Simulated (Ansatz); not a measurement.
Ansatz (a program for electronic structure) input:

Ansatz 0.2 input:
```yaml
crystal:
  periodic: [false, false, false]
  atoms:
    - {symbol: O, position_ang: [-0.00000000, -0.00000000, -0.11563587]}
    - {symbol: H, position_ang: [0.00000000, 0.00000000, 0.92508692]}
basis:
  gaussian:
    orbitals: aug-cc-pVDZ
total_charge: 1
magnetization: {spin_polarized: true, initial_magnetization: 2}
correlation: {method: ccsd_t, electrons: outside_noble_gas}
output: {forces: true}
```

### Question
What final total energy does it print?

### Answer
-75.11792 Eh (CCSD(T)/aug-cc-pVDZ). The basis has 32 functions.
